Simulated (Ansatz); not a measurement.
Geometry optimisation, Ansatz, RKS PBE-D4/STO-3G.

The input (input.yaml):

```yaml
crystal:
  periodic: [false, false, false]
  atoms:
    - { symbol: B, position_ang: [-0.32863, -0.57938, 0.95815] }
    - { symbol: B, position_ang: [1.02779, -0.19296, 0.51827] }
    - { symbol: C, position_ang: [-0.14115, 0.1561, -0.29792] }
    - { symbol: H, position_ang: [-0.55801, 0.61625, -1.1785] }
total_charge: 1
basis:
  gaussian: { orbitals: STO-3G }
hamiltonian:
  xc: pbe
  dispersion: d4
relax:
  f_tol: 0.02
  max_steps: 40
scf:
  lower_state_search: "off"
```

Run as:

```bash
$ ansatz run input.yaml --threads 1 --pin off --max-ram 2048MiB --backend cpu --events-out ev --progress --plain --runs-dir out
```

**Question.** Where does it end, and by what steps?

**Answer.** The run converged. Limits of this set-up: minimal basis, the dipole of an ion depends on the origin. After 3 steps the energy has fallen by 0.075 eV; H4 moved furthest, 0.03 Å.

| step | energy less start (eV) | largest force component (eV/Å) | accepted |
| --- | --- | --- | --- |
| 0 | 0.0000 | 1.756 | yes |
| 1 | -0.0688 | 0.606 | yes |
| 2 | -0.0747 | 0.033 | yes |
| 3 | -0.0747 | 0.001 | yes |

```xyz
4
Properties=species:S:1:pos:R:3
B -0.344 -0.591 0.976
B 1.053 -0.193 0.522
C -0.138 0.153 -0.292
H -0.571 0.631 -1.206
```

Time of the run: 1.6 s on 1 thread of Arm Neoverse V1 (shared host), peak memory 0.087 GiB.
